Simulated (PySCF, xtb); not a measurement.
BF3, SMILES B(F)(F)F.

xtb with GFN2-xTB at its own geometry gives an orbital gap of 8.30 eV and a dipole moment of 0.00 D.

Coordinates come from a B3LYP-D3(BJ)/def2-TZVP optimisation. The isomer is the one that the SMILES or the coordinates give; other isomers of the formula were not compared.

Question: What does PySCF with CAM-B3LYP/def2-TZVPD give? (The exact figures need the calculation; the answer reports its results.)

Answer: gap 14.10 eV (levels -13.87 and 0.23 eV), dipole 0.00 D.
